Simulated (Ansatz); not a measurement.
**Question.** Name a neutral molecule of Al, B and H with HOMO–LUMO gap (PBE0/def2-TZVPP) between 5.10 and 5.40 eV and zero-point energy (PBE0-D4/def2-TZVP) between 80 and 96 kJ/mol (Ansatz, PBE0-D4/def2-TZVP geometry).

**Answer.** `[BH2][AlH2]` (5.17 eV, 83.3 kJ/mol). Other molecules can fit too; these were computed, each in one conformer that needn't be the lowest.
